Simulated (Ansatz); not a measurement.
Two isomers of C4H5N: A = `CC1=NC=C1`, B = `C#C/N=C\C`.

Program: Ansatz. Geometries: PBE0-D4/def2-TZVP. ΔE: electronic, gas phase. CCSD(T)/CBS is the MP2 limit (def2-TZVPP, def2-QZVPP) plus CCSD(T) − MP2 in def2-TZVPP, frozen cores. DFT in def2-TZVPP. B3LYP here is the variant with VWN-RPA as its local correlation; programs differ in this.

Question: Which isomer does CCSD(T)/CBS put lower? Give the gap. (Best estimate.)

Answer: The calculation gave: B, by 20.0 kcal/mol.

Question: Give E(B) − E(A) in kcal/mol with CCSD(T)/def2-SVP, B2PLYP, B3LYP-D4, HF/def2-TZVPP, PBE-D4, ωB97M-V, CCSD(T)/def2-TZVPP. (Estimate.)

Answer: Ansatz gave: CCSD(T)/def2-SVP -19.7, B2PLYP -25.4, B3LYP-D4 -26.6, HF/def2-TZVPP -27.2, PBE-D4 -22.4, ωB97M-V -20.8, CCSD(T)/def2-TZVPP -20.0. None reverses the order clearly.

Question: Does the order hold for the free energy at 298.15 K (harmonic terms from PBE0-D4)? (Best estimate.)

Answer: Ansatz gave: Yes: G(B) − G(A) = -21.0 kcal/mol.

Largest T1 diagnostic: 0.019.

In def2-TZVPP, CCSD(T) changes the Hartree–Fock value by +7.3 kcal/mol (the triples alone add +0.9 kcal/mol) and MP2 by +4.1 kcal/mol. From PBE to PBE0 (25 % exact exchange), in def2-TZVPP and without D4, E(B) − E(A) moves by +1.1 kcal/mol.
